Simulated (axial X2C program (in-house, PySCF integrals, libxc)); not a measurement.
## Nuclear properties of SBS²⁺

Calculated with an axial X2C code built on PySCF integrals: two-component X2C with atomic mean-field Coulomb and Gaunt terms, Gaussian nuclei, basis S dyall-av3z, B dyall-v3z with contracted cores.

S–B–S held linear, with bonds 1.759 and 1.759 Å (near the PBE0 minimum at charge 2 of the determinant lowest at the starting distance; the state shown can have its own minimum elsewhere, held linear; other orders of the atoms were not compared).

Input and command:
```json
{"zs": [16, 5, 16], "q": 2, "bas": ["dyall-av3z", "dyall-v3z", "dyall-av3z"], "r0": [1.72, 1.72], "symm": 1, "scan": ["PBE0", "HF", "BHandHLYP"], "levels": ["PBE0", "HF", "TPSSh"], "nst": 2}
```
```bash
python solin.py task.json out
```

Keys: zs atomic numbers; q charge; bas basis sets; r0 starting distance in Å; symm equal bonds; scan levels of the two-bond scan; levels methods; nst determinants followed.

Determinant lowest in the PBE0 search, Ω = 5/2 (⟨Sz⟩ = 1.50, ⟨Lz⟩ = 1.00 at PBE0), spin on the atoms S 0.77, B -0.03, S 0.77:

```csv
level,A∥/gI S (MHz),qzz S (a.u.),A∥/gI B (MHz),qzz B (a.u.)
PBE0,-11.4,-1.14,5.31,-0.43
HF,-9.88,-1.27,0.568,-0.40
TPSSh,11,-1.09,5.9,-0.43
```

A∥ (defined per Ω) follows by multiplying with gI = μI/(I μN); qzz is the electric field gradient, eQq0 = 234.96 MHz × Q/barn × qzz. The operators were transformed with the bare-nucleus X2C matrices; with these basis sets, hyperfine constants and field gradients can be off by tens of per cent, and where levels differ in sign neither size nor sign is settled.

Question: With Q(33S) = -0.0694 barn, Q(11B) = 0.04059 barn (Q from Pyykkö, Mol. Phys. 2018), turn the PBE0 values of the first state into constants in MHz.

Answer: eQq0(33S) = 234.96 × (-0.0694) × (-1.14) = 18.6 MHz; eQq0(11B) = 234.96 × (0.04059) × (-0.43) = -4.1 MHz.

The molecule was held linear; bending was not examined, so a bent shape may lie lower.

Each state is one determinant with collinear spin, which with several unpaired electrons need not be a pure state. Unrestricted Hartree–Fock can overshoot spin polarisation at the nuclei. With several open shells hyperfine constants can be off by a factor of several. The search compared states at one distance, so a state with another bond length can lie lower. Further determinants of the search, some of them spin-mixed, are not shown. Where a field gradient or hyperfine factor spreads by more than a factor of two over the levels, a constant derived from it is not to be relied on.
